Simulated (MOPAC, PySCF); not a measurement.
AlCl3, SMILES `[Cl][Al]([Cl])[Cl]`, neutral singlet in the gas phase. 

Cartesian coordinates (Å):
```xyz
4

Cl     2.0521    -0.3135     0.0916
Al     0.0000     0.0000     0.0000
Cl    -0.7547     1.9358    -0.0347
Cl    -1.2973    -1.6223    -0.0569
```
Charge 0, multiplicity 1.

All levels are single points at this geometry (PBE0-D3(BJ)/def2-SVP); Pople sets use spherical d functions. Orbital energies aren't observables, and empty levels follow the basis.

```csv
level,HOMO (eV),LUMO (eV),gap (eV),dipole (D),"vertical IE, Delta-SCF (eV)"
PBE-D3(BJ)/def2-TZVP in PySCF,-7.96,-2.19,5.77,0.00,10.85
TPSSh-D3(BJ)/def2-TZVP in PySCF,-8.64,-1.64,7.00,0.00,11.14
B3LYP/3-21G in PySCF,-9.40,-2.24,7.16,0.00,–
B3LYP/6-311+G** in PySCF,-9.18,-1.97,7.21,0.00,–
B3LYP/6-31G* in PySCF,-9.06,-1.71,7.36,0.00,11.33
BP86/6-31G* in PySCF,-8.06,-2.38,5.68,0.00,–
M06-2X/6-31G* in PySCF,-10.72,-0.83,9.88,0.00,–
PBE/6-31G* in PySCF,-7.96,-2.31,5.65,0.00,10.89
SVWN5/6-31G* in PySCF,-8.07,-2.56,5.52,0.00,11.04
HF/3-21G in PySCF,-13.18,0.93,14.11,0.00,–
AM1 in MOPAC,-12.39,-1.63,10.77,0.00,–
PM6 in MOPAC,-11.48,-0.45,11.03,0.00,–
PM7 in MOPAC,-11.12,-1.28,9.85,0.00,–
```
